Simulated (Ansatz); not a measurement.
## Cs2AgBiBr6 (Fm-3m, No. 225)

Calculation: r²SCAN (PAW; Ansatz, a quantum-chemistry and plane-wave program).

Numerical settings: plane-wave cutoff 500 eV, 6×6×6 k mesh, Fermi–Dirac smearing 0.05 eV, no spin polarisation, scalar-relativistic PAW data made under PBE.

Cell (relaxed at this level):

AgBiCs$_{2}$Br$_{6}$ is modelled in the cubic space group Fm-3m (No. 225), Pearson symbol cF40. Lattice parameters: a = b = c = 11.3455 Å, α = β = γ = 90.00°. Cs on 8c sees 12 Br at 4.011 Å (cuboctahedral). Ag on 4b has 6 Br at 2.816 Å (octahedral). Bi on 4a has 6 Br at 2.857 Å (octahedral). Br on 24e is surrounded by 1 Ag at 2.816 Å and 1 Bi at 2.857 Å and 4 Cs at 4.011 Å (octahedral). (Neighbours: up to the widest gap in distance over summed covalent radii, below 1.35, at either atom; cation-cation and far metal-metal contacts left out.)
(The calculation used a cell of 10 atoms; values per cell refer to that cell.)

For Cs2AgBiBr6 (Fm-3m, No. 225), the band gap is 1.67 eV (on the SCF k mesh).

Spin–orbit coupling is not included; with these elements it can move the gap by several tenths of an eV or more.

The result took roughly 2.9 core-minutes.
